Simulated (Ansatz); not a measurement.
The first iterations of a band of C₃H₂F₂O (8 atoms, charge 0, multiplicity 1).

These are results of UKS PBE-D4/STO-3G (Ansatz 0.2.0), not measurements.

```json
{
 "movable images": "9",
 "climbing image": "yes",
 "spring": "5.0 eV/Å²",
 "optimiser": "lbfgs",
 "start path": "through a guess of the saddle point",
 "force threshold": "0.05 eV/Å",
 "iteration limit": "60",
 "end points": "relaxed"
}
```

Initial state:

```xyz
8
Properties=species:S:1:pos:R:3
F 0.656 -1.891 0.511
C 0.703 -0.520 0.312
F 1.985 -0.059 0.572
C -0.111 0.111 -0.873
C -0.935 0.677 0.052
O -0.356 0.216 1.284
H -0.020 0.082 -1.965
H -1.831 1.327 0.052
```

Final state:

```xyz
8
Properties=species:S:1:pos:R:3
F 0.653 -1.710 0.618
C 0.496 -0.397 0.203
F 1.568 0.351 0.697
C -0.162 -0.018 -1.105
C -1.313 0.633 -0.660
O -0.855 0.196 0.938
H 0.231 -0.202 -2.112
H -0.524 1.090 1.366
```

| iteration | highest image above the first end (eV) | largest band force component (eV/Å) |
| --- | --- | --- |
| 1 | 5.933 | 12.102 |
| 2 | 4.824 | 3.744 |
| 3 | 4.574 | 3.011 |
| 4 | 4.303 | 2.709 |
| 5 | 4.153 | 3.227 |
| 6 | 4.109 | 2.413 |
| 7 | 4.069 | 2.100 |
| 8 | 4.035 | 3.586 |
| 9 | 3.987 | 3.533 |
| 10 | 3.969 | 1.328 |
| 11 | 3.939 | 1.818 |
| 12 | 3.926 | 2.416 |
| 13 | 3.915 | 2.948 |
| 14 | 3.905 | 4.176 |
| 15 | 3.895 | 5.261 |
| 16 | 3.896 | 0.734 |
| 17 | 3.892 | 0.670 |

**Question.** Does the band converge within its limit, and where does its top end?

**Answer.** The run converged. It ended after 53 iterations with the highest image 3.879 eV above the first end. Neighbouring images differ by up to 1.2 eV, so the band resolves the path poorly. Another band between the same ends (9 images) ends at a top of the same energy, where a vibrational analysis finds 1 clearly imaginary mode. The orbitals stay closed-shell, which can raise the energy where a bond breaks towards radicals; this wasn't checked here. Limits of this set-up: minimal basis.

The run took 9.9 min on 1 thread of Intel(R) Xeon(R) 6975P-C (Granite Rapids) (shared host), peak memory 0.14 GiB.
